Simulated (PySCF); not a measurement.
Molfile (atoms numbered from 1):
```
C3H9N
     RDKit          3D

 13 12  0  0  0  0  0  0  0  0999 V2000
   -1.8618    0.0247    0.1004 C   0  0  0  0  0  0  0  0  0  0  0  0
   -0.4476   -0.4381   -0.1908 C   0  0  0  0  0  0  0  0  0  0  0  0
    0.5193    0.5822    0.1343 N   0  0  0  0  0  0  0  0  0  0  0  0
    1.8855    0.2055   -0.1180 C   0  0  0  0  0  0  0  0  0  0  0  0
   -2.0801    0.9567   -0.4422 H   0  0  0  0  0  0  0  0  0  0  0  0
   -2.5995   -0.7362   -0.1944 H   0  0  0  0  0  0  0  0  0  0  0  0
   -2.0016    0.2216    1.1764 H   0  0  0  0  0  0  0  0  0  0  0  0
   -0.2546   -1.4022    0.3367 H   0  0  0  0  0  0  0  0  0  0  0  0
   -0.3499   -0.6681   -1.2675 H   0  0  0  0  0  0  0  0  0  0  0  0
    0.4051    0.8684    1.1041 H   0  0  0  0  0  0  0  0  0  0  0  0
    2.5658    1.0149    0.1875 H   0  0  0  0  0  0  0  0  0  0  0  0
    2.0367    0.0455   -1.1988 H   0  0  0  0  0  0  0  0  0  0  0  0
    2.2133   -0.7271    0.3946 H   0  0  0  0  0  0  0  0  0  0  0  0
  1  2  1  0
  2  3  1  0
  3  4  1  0
  1  5  1  0
  1  6  1  0
  1  7  1  0
  2  8  1  0
  2  9  1  0
  3 10  1  0
  4 11  1  0
  4 12  1  0
  4 13  1  0
M  END
```

Geometry: PBE0-D3(BJ)/def2-SVP; GIAO absolute shieldings from PySCF, gas phase, non-relativistic, averaged over equivalent atoms.

At PBE0/STO-3G (29 basis functions, 1.8 s wall time on 1 thread of an Arm Neoverse V2, shared host):
```csv
atoms,σ (ppm)
C2,192.1
C4,198.0
C1,214.9
N3,287.1
H11/H12/H13,31.23
H8/H9,31.35
H5/H6/H7,31.76
H10,33.93
```

Task: Estimate the result of repeating the calculation with HF/pcSseg-2.

Result: 
```json
{"atoms": "C2", "σ at HF/pcSseg-2": "145.9", "change": "-46.2"}
{"atoms": "C4", "σ at HF/pcSseg-2": "154.9", "change": "-43.1"}
{"atoms": "C1", "σ at HF/pcSseg-2": "172.6", "change": "-42.3"}
{"atoms": "N3", "σ at HF/pcSseg-2": "227.2", "change": "-59.9"}
{"atoms": "H11/H12/H13", "σ at HF/pcSseg-2": "29.37", "change": "-1.86"}
{"atoms": "H8/H9", "σ at HF/pcSseg-2": "29.45", "change": "-1.90"}
{"atoms": "H5/H6/H7", "σ at HF/pcSseg-2": "30.58", "change": "-1.18"}
{"atoms": "H10", "σ at HF/pcSseg-2": "31.96", "change": "-1.97"}
```

The largest change is at N3 (amine nitrogen). Cost: 270 basis functions, 13 s wall time on 1 thread of an Arm Neoverse V1, shared host. The order of the carbon signals is the same at both levels.
